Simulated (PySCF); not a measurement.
## Which basis set comes closest?

Molecule: `C[Si](C)(C)C`, C4H12Si.

Mapped SMILES: `[CH3:1][Si:2]([CH3:3])([CH3:4])[CH3:5]` (H(Xn): hydrogen on atom n).

Geometry PBE0-D3(BJ)/def2-SVP throughout; GIAO in PySCF 2.14, gas phase, one conformer, non-relativistic; equivalent atoms averaged; functional PBE0.

Reference values (measured; liquid; Jackowski, Wilczek, Molecules 2024, 29, 2617): σ(H(C1)/H(C3)/H(C4)/H(C5)) = 33.48 ppm, σ(C1/C3/C4/C5) = 186.4 ppm, σ(Si2) = 379.0 ppm.

**Question.** How do the basis sets STO-3G, 6-31G, pcSseg-0, 6-31G*, def2-SVP, cc-pVDZ, pcSseg-1, 6-311+G(2d,p), aug-cc-pVDZ, def2-TZVP, IGLO-III, cc-pVTZ perform against the reference? Times are CPU seconds on shared hosts with different chips, so compare them loosely.

**Answer.** 
```tsv
basis set	functions	H(C1)/H(C3)/H(C4)/H(C5)	C1/C3/C4/C5	Si2	abs. error H	abs. error C	abs. error Si	core-s
STO-3G	41	32.60	234.7	517.6	0.88	48.3	138.6	5.1
6-31G	73	32.61	199.5	444.8	0.87	13.1	65.8	9.9
pcSseg-0	73	32.83	193.5	348.6	0.65	7.1	30.4	5.8
6-31G*	98	31.96	194.1	418.1	1.52	7.7	39.1	14
def2-SVP	134	31.34	193.7	407.2	2.14	7.3	28.2	19
cc-pVDZ	134	31.29	196.8	418.7	2.19	10.4	39.7	12
pcSseg-1	152	31.27	184.4	352.0	2.21	2.0	27.0	11
6-311+G(2d,p)	215	31.51	186.5	344.5	1.97	0.1	34.5	39
aug-cc-pVDZ	227	31.39	195.1	416.8	2.09	8.7	37.8	27
def2-TZVP	233	31.48	186.7	331.6	2.00	0.3	47.4	43
IGLO-III	304	31.37	183.8	345.4	2.11	2.6	33.6	46
cc-pVTZ	322	31.29	187.3	360.0	2.19	0.9	19.0	46
```

For 1H the closest is pcSseg-0 (0.65 ppm) and the furthest pcSseg-1 (2.21 ppm).

For 13C the closest is 6-311+G(2d,p) (0.1 ppm, with def2-TZVP practically level) and the furthest STO-3G (48.3 ppm).

For 29Si the closest is cc-pVTZ (19.0 ppm) and the furthest STO-3G (138.6 ppm). Where a smaller basis beats a larger one, errors probably cancel. One molecule is a small sample, and vibrational and solvent effects are absent from the calculation.

A small basis that lands close on one nucleus may do so by chance; judge by the trend and by all nuclei.
